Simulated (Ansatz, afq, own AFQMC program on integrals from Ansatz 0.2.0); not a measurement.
**Where AFQMC and coupled cluster stand for SiH$_{3}$⁻, singlet**

```xyz
4

Si    0.0000    0.0000   -0.0804
H     1.3052   -0.0002    0.7466
H    -0.6524    1.1304    0.7466
H    -0.6528   -1.1302    0.7466
```

Basis 6-31++G**. Only valence electrons are correlated. Ansatz 0.2.0 and our own AFQMC program on the same integrals; the CISD trial comes from CCSD amplitudes, and released means the phaseless constraint is let go. Free AFQMC starts from the CCSD state and is never constrained. Its projection time is finite, and what remains of the start isn't in its error. Uncertainties: one standard error, sampling alone.

Determinant: RHF, the one that the program's search chose, which needn't be the lowest solution. The geometry is a point of a scan.

No full CI on the walks' own integrals is used here; CCSDT(Q) serves as the reference and is uncertain by about the last step of the cluster series.

The T1 diagnostic is 0.0120 and the weight of the determinant in the CISD state is 0.916. The size of the correlated space is 8 electrons in 36 orbitals.

Reference: CCSDT(Q), correlation energy -3.781 eV. The released energy is read at 2.40 1/Eh (meV from the phaseless value at times in 1/Eh: 1 ± 5 at 0.24, 0 ± 7 at 0.51, -5 ± 5 at 0.99, -5 ± 5 at 1.62, -5 ± 5 at 2.40).

| level | E − E(reference) (kcal/mol) | share of correlation (%) |
| --- | --- | --- |
| HF | 87.19 | 0.00 |
| MP2 | 18.52 | 78.76 |
| CCSD | 2.35 | 97.31 |
| CCSD(T) | 0.45 | 99.49 |
| CCSDT | 0.06 | 99.94 |
| ph-AFQMC/CISD | 0.08 ± 0.11 | 99.91 |
| released AFQMC | -0.03 ± 0.12 | 100.03 |
| free AFQMC | 0.11 ± 0.21 | 99.87 |

Free projections are given only where their last times agree within the noise and don't stop above the reference; a slow remainder of the start can still hide under it. A walk keeps the symmetry of its determinant, which the program's search chose and which needn't be the lowest solution, so a lower state of the same spin and another symmetry isn't excluded. Released energies are given only where the last usable release times agree within the noise; a slower fall can still hide under it.
